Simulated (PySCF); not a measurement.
Predicted microwave data (PBE0-D3(BJ)/def2-SVP geometry optimisation, gas phase (PySCF 2.14.0)) for one isomer of C5H7F:

| Property | Result |
| --- | --- |
| Rotational constants | A = 6121, B = 3536, C = 3439 MHz |
| Dipole components | \|μa\| = 1.07 D, \|μb\| = 1.33 D, \|μc\| = 0.00 D |
| Inertial defect | -78.55 u·Å² |
| κ | -0.93 |

Question: Which candidate fits, each taken in the one conformer that was computed?
A. `F[C@H]1[C@H]2CC[C@@H]12`
B. `[CH2:1]=[CH:2][CH2:3]/[CH:4]=[CH:5]\[F:6]` with C1–C2–C3–C4 120°, C2–C3–C4–C5 117°
C. `C#CC(C)(C)F` (HC≡CCF(CH3)2)
D. `CC#C[C@@H](C)F`
E. `[CH2:1]=[CH:2][CH2:3]/[CH:4]=[CH:5]/[F:6]` with C1–C2–C3–C4 120°, C2–C3–C4–C5 -120°
F. `F[C@@]12C[C@H]2CC1`

Answer: A. It is F[C@H]1[C@H]2CC[C@@H]12, a near-prolate asymmetric top, point group Cs. The candidates at the same level (rigid rotor, commonest isotopes):

```csv
SMILES,A (MHz),B (MHz),C (MHz),μa (D),μb (D),μc (D),Δ (u·Å²),point group,rotor
F[C@H]1[C@H]2CC[C@@H]12,6121,3536,3439,1.07,1.33,0.00,-78.55,Cs,near-prolate asymmetric top
CC#C[C@@H](C)F,8324,1683,1476,1.39,1.57,0.53,-18.55,C1,near-prolate asymmetric top
C=CC/C=C\F,11826,1557,1483,0.28,1.05,0.13,-26.66,C1,near-prolate asymmetric top
C=CC/C=C/F,11456,1410,1365,1.14,0.37,0.60,-32.32,C1,near-prolate asymmetric top
F[C@@]12CC[C@@H]1C2,6136,3767,2951,1.40,0.24,0.11,-45.22,C1,asymmetric top
C#CC(C)(C)F,4849,2765,2695,0.21,0.00,1.82,-99.47,Cs,near-prolate asymmetric top
```

`C=CC/C=C/F` has A 87 % too high; `CC#C[C@@H](C)F` has C 57 % too low; `F[C@@]12CC[C@@H]1C2` has C 14 % too low; `C#CC(C)(C)F` has B 22 % too low; `C=CC/C=C\F` has A 93 % too high. In the right answer the mirror of this Cs structure is the ab plane, so μc vanishes by symmetry (the 0.03 D computed is a residue). No structure here is proved a minimum.
